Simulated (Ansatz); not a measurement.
hcp Ti, treated with r²SCAN in Ansatz (PAW).

Numerical settings: plane-wave cutoff 600 eV, 24×24×14 k mesh (along the axes of the cell as run), Fermi–Dirac smearing 0.032 eV (set by the program), no spin polarisation, scalar-relativistic PAW data made under PBE.

Cell (relaxed at this level):

```cif
data_Ti2
_chemical_formula_sum 'Ti2'
_space_group_name_H-M_alt 'P63/mmc'
_space_group_IT_number 194
_space_group_name_Hall '-P 6c 2c'
_cell_length_a 2.93558
_cell_length_b 2.93558
_cell_length_c 4.63849
_cell_angle_alpha 90.000
_cell_angle_beta 90.000
_cell_angle_gamma 120.000
loop_
_atom_site_label
_atom_site_type_symbol
_atom_site_symmetry_multiplicity
_atom_site_Wyckoff_symbol
_atom_site_fract_x
_atom_site_fract_y
_atom_site_fract_z
_atom_site_occupancy
Ti1 Ti 2 c 0.33333 0.66667 0.25000 1
```

Problem. Estimate the elastic constant C11, elastic constant C44, elastic constant C66, Voigt–Reuss–Hill bulk modulus, elastic constant C12, elastic constant C13 and elastic constant C33 that the calculation returns.

Solution. 
- elastic constant C11: 188 GPa
- elastic constant C44: 51.7 GPa
- elastic constant C66: 49.2 GPa
- Voigt–Reuss–Hill bulk modulus: 117 GPa
- elastic constant C12: 89.1 GPa
- elastic constant C13: 77.4 GPa
- elastic constant C33: 191 GPa

Measured, for comparison: elastic constant C11 176 GPa, elastic constant C44 51 GPa, elastic constant C12 87 GPa, elastic constant C13 68 GPa, elastic constant C33 191 GPa (4 K, zero-point motion not removed; as tabulated in Ferrari et al. (2019), arXiv:1905.01197). Computed (rounded) less measured: elastic constant C11 +7 %, elastic constant C44 +1 %, elastic constant C12 +2 %, elastic constant C13 +14 %, elastic constant C33 0.0 %.

Elastic constants are with the ions relaxed.

Computed values are for the static lattice.

The result took about 50 core-minutes (a rough figure).

Ansatz is a first-principles code.
